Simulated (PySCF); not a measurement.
Nuclear quadrupole coupling in 2-chloro-1-propene

Species: 2-chloro-1-propene, C3H5Cl.
Z-matrix (Å and degrees, PBE0-D3(BJ)/def2-TZVP geometry), rows numbered from 1:
```
C 
C   1  1.3231
C   2  1.4862  1  126.31
Cl  2  1.7396  1  119.91  3   179.92
H   1  1.0813  2  121.90  3   179.93
H   1  1.0835  2  119.61  3     0.02
H   3  1.0926  2  110.58  1   121.03
H   3  1.0906  2  110.31  1     0.34
H   3  1.0930  2  110.57  1  -120.27
```

Field gradients from the PBE0/pcSseg-2 density (PySCF, non-relativistic), principal values in atomic units, ordered |Vxx| ≤ |Vyy| ≤ |Vzz|:

```json
{"atom": "Cl4", "Vxx": "-1.5938", "Vyy": "-2.0350", "Vzz": "3.6288"}
```

Problem. Find the asymmetry η = (Vxx − Vyy)/Vzz and the couplings χ = eQV/h (234.96 MHz × Q in barn × V in au), with Q(35Cl) = −0.0817 b.

Solution. 
```
atom     environment  nucleus     η  χzz (MHz)  χxx (MHz)  χyy (MHz)
 Cl4  vinyl chlorine     35Cl  0.12     -69.66      30.60      39.06
```

Problem. What is Vzz at Cl4 in SI units (1 au = 9.71736 × 10²¹ V/m²)?

Solution. 3.6288 au = 35.262 × 10²¹ V/m².

Problem. And the gradient at the other heavy atoms, for which no coupling is worked out here?

Solution. 
```json
{"atom": "C1", "environment": "terminal =CH2 carbon", "Vzz (au)": "0.243", "η": "0.32"}
{"atom": "C2", "environment": "vinylic C–Cl carbon", "Vzz (au)": "-0.430", "η": "0.43"}
{"atom": "C3", "environment": "allylic carbon", "Vzz (au)": "0.096", "η": "0.16"}
```

Problem. What couplings would deuterons (Q(2H) = 0.00286 b) have in place of the hydrogens, at this geometry?

Solution. 
| atom | bonded to | bond length (Å) | Vzz (au) | η | χzz (kHz) |
| --- | --- | --- | --- | --- | --- |
| H5 | C1 | 1.081 | 0.3007 | 0.06 | 202 |
| H6 | C1 | 1.083 | 0.2997 | 0.07 | 201 |
| H7 | C3 | 1.093 | 0.2826 | 0.03 | 190 |
| H8 | C3 | 1.091 | 0.2858 | 0.04 | 192 |
| H9 | C3 | 1.093 | 0.2820 | 0.03 | 190 |

Isolated species at its PBE0-D3(BJ)/def2-TZVP geometry, gas phase.
